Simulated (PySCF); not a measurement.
Isomers of C4H11PS, mass 122.032 u with the commonest isotopes. Computed with PBE0/def2-SVPD in PySCF (dipole) on a GFN2-xTB geometry, gas phase. One conformer each, none proved a minimum here; rigid rotors.

Problem. Order these by rotational constant C, largest first.
A. `[CH3:1][CH2:2][PH:3][CH2:4][S:5][CH3:6]` with C1–C2–P3–C4 52°, C2–P3–C4–S5 166°, P3–C4–S5–C6 58°
B. `[CH3:1][CH2:2][CH2:3][P@@H:4]([CH3:5])=[S:6]` with C1–C2–C3–P4 -178°, C2–C3–P4–C5 -76°
C. `[CH3:1][CH:2]([CH3:3])[CH2:4][PH2:5]=[S:6]` with C1–C2–C4–P5 -62°, C2–C4–P5–S6 -46°

Solution. C (1150 MHz), B (1085 MHz), A (984.1 MHz).

Problem. Order these by dipole moment, largest first.
A. `[CH3:1][CH2:2][PH:3][CH2:4][S:5][CH3:6]` with C1–C2–P3–C4 52°, C2–P3–C4–S5 166°, P3–C4–S5–C6 58°
B. `[CH3:1][CH:2]([CH3:3])[CH2:4][PH2:5]=[S:6]` with C1–C2–C4–P5 -62°, C2–C4–P5–S6 -46°
C. `[CH3:1][CH2:2][CH2:3][P@@H:4]([CH3:5])=[S:6]` with C1–C2–C3–P4 -178°, C2–C3–P4–C5 -76°

Solution. C (4.60 D), B (4.15 D), A (2.33 D).

Problem. Order these by out-of-plane moment Σ m c² = (Ia + Ib − Ic)/2, largest first.
A. `[CH3:1][CH2:2][CH2:3][P@@H:4]([CH3:5])=[S:6]` with C1–C2–C3–P4 -178°, C2–C3–P4–C5 -76°
B. `[CH3:1][CH2:2][PH:3][CH2:4][S:5][CH3:6]` with C1–C2–P3–C4 52°, C2–P3–C4–S5 166°, P3–C4–S5–C6 58°
C. `[CH3:1][CH:2]([CH3:3])[CH2:4][PH2:5]=[S:6]` with C1–C2–C4–P5 -62°, C2–C4–P5–S6 -46°

Solution. C (52.08 u·Å²), B (38.03 u·Å²), A (35.52 u·Å²).

```csv
SMILES,point group,Ia (u·Å²),Ib (u·Å²),Ic (u·Å²),κ,μa (D),μb (D),μc (D)
CCC[P@@H](C)=S,C1,154.22,382.57,465.75,-0.78,2.70,3.66,0.67
CC(C)C[PH2]=S,C1,126.33,417.37,439.53,-0.96,3.03,2.70,0.89
CCPCSC,C1,104.40,485.22,513.56,-0.97,1.76,0.16,1.51
```
